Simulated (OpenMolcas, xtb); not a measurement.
**CH4BO (SMILES [BH]OC): the energy, rung by rung**

CH4BO has 7 atoms, charge 0, and is taken as a doublet. SMILES: `[BH]OC`. Geometry: relaxed at PBE0-D4/def2-TZVP. This is one conformer, not always the lowest.

| atom | x (Å) | y (Å) | z (Å) |
| --- | --- | --- | --- |
| B | -1.3196 | -1.0257 | -0.1729 |
| O | -0.2724 | -0.7071 | 0.5645 |
| C | 0.6422 | 0.3386 | 0.2439 |
| H | -1.6285 | -0.4742 | -1.2016 |
| H | 0.3578 | 0.8340 | -0.6876 |
| H | 0.6430 | 1.0593 | 1.0623 |
| H | 1.6389 | -0.0928 | 0.1456 |

Each level gives the energy change with the C3–H7 bond stretched from 1.090 to 1.254 Å (eV). The values are calculated.

| level | kind | program | value (eV) | CPU time (all runs) |
| --- | --- | --- | --- | --- |
| GFN-FF | force field | xtb | 0.36 | under 2 s |
| GFN2-xTB | semi-empirical | xtb | 0.29 | under 2 s |
| UHF/def2-TZVP | Hartree–Fock | OpenMolcas | 0.40 | 31 s |
| USVWN5/def2-TZVP | LDA | OpenMolcas | 0.28 | 67 s |
| UBLYP/def2-TZVP | GGA | OpenMolcas | 0.29 | 1.7 min |
| UPBE/def2-TZVP | GGA | OpenMolcas | 0.29 | 1.7 min |
| U-r2SCAN/def2-TZVP | meta-GGA | OpenMolcas | 0.33 | 2.5 min |
| UB3LYP/def2-TZVP | global hybrid | OpenMolcas | 0.33 | 1.7 min |
| UPBE0/def2-TZVP | global hybrid | OpenMolcas | 0.33 | 1.7 min |

The first shape isn't each level's own minimum. The values span 0.28 to 0.40 eV. CPU times are rough (shared hosts, several kinds of processor): they show what a rung costs within a factor of a few.
